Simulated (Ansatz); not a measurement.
Species: BCl₃, SMILES `ClB(Cl)Cl` (charge 0, multiplicity 1).

Give a relaxed geometry from B3LYP-D3(BJ)/def2-SVP run with Ansatz (a program for electronic structure).

the end point of this relaxation (outside a Z-matrix the atoms follow the SMILES, hydrogens last).
Z-matrix (Å, degrees):
```
B
Cl 1 1.7500
Cl 1 1.7501 2 120.01
Cl 1 1.7501 2 120.00 3 179.97
```
